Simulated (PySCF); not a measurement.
# Excitation energies in several basis sets

AlFH5N.
SMILES: `[AlH2-]([NH3+])[F]`

TDDFT with PBE0 (PySCF), vertical singlets, core orbitals frozen in the response, spherical d and f functions. Isolated species at its PBE0-D3(BJ)/def2-SVP geometry, gas phase.

| basis | functions | diffuse | S1 (eV) | S2 (eV) | S3 (eV) | S4 (eV) | S5 (eV) | LUMO (eV) | α (au) |
| --- | --- | --- | --- | --- | --- | --- | --- | --- | --- |
| 6-31G* | 56 | no | 6.48 | 7.44 | 7.98 | 8.62 | 8.81 | 0.38 | 29.9 |
| 6-31+G* | 68 | yes | 5.83 | 6.93 | 7.25 | 7.57 | 7.67 | -0.71 | 34.9 |
| def2-SVP | 71 | no | 6.49 | 7.51 | 7.92 | 8.51 | 8.84 | 0.23 | 31.1 |
| def2-SVPD | 107 | yes | 6.04 | 6.99 | 7.46 | 7.68 | 8.08 | -0.48 | 40.6 |
| aug-cc-pVDZ | 118 | yes | 5.65 | 6.69 | 7.03 | 7.14 | 7.23 | -0.97 | 41.4 |
| def2-TZVP | 129 | no | 6.13 | 7.12 | 7.55 | 8.04 | 8.34 | -0.28 | 37.1 |
| def2-TZVPD | 165 | yes | 5.83 | 6.85 | 7.23 | 7.49 | 7.79 | -0.72 | 41.4 |
| aug-cc-pVTZ | 257 | yes | 5.66 | 6.67 | 7.03 | 7.10 | 7.19 | -0.97 | 41.7 |

**Question.** Compare the sets with the largest diffuse one.

**Answer.** States are compared by their number. Against the largest diffuse basis here (aug-cc-pVTZ, itself not a converged limit), sets without diffuse functions differ by up to 0.84 eV in S1 and 1.65 eV in S5; the smaller diffuse sets differ by up to 0.38 and 0.90 eV. State by state, the largest deviation of a set without diffuse functions is S1 0.84, S2 0.84, S3 0.96, S4 1.52, S5 1.65 eV. The same number needn't mean the same state in each row. Against aug-cc-pVTZ the polarisability deviates by -28% in 6-31G*, -16% in 6-31+G*, -25% in def2-SVP, -2% in def2-SVPD, -1% in aug-cc-pVDZ, -11% in def2-TZVP, -1% in def2-TZVPD. A single + in a Pople set puts diffuse functions on heavy atoms only.

Without π bonds the low states are Rydberg-like; a valence basis with one diffuse set may place them up to an eV too high.
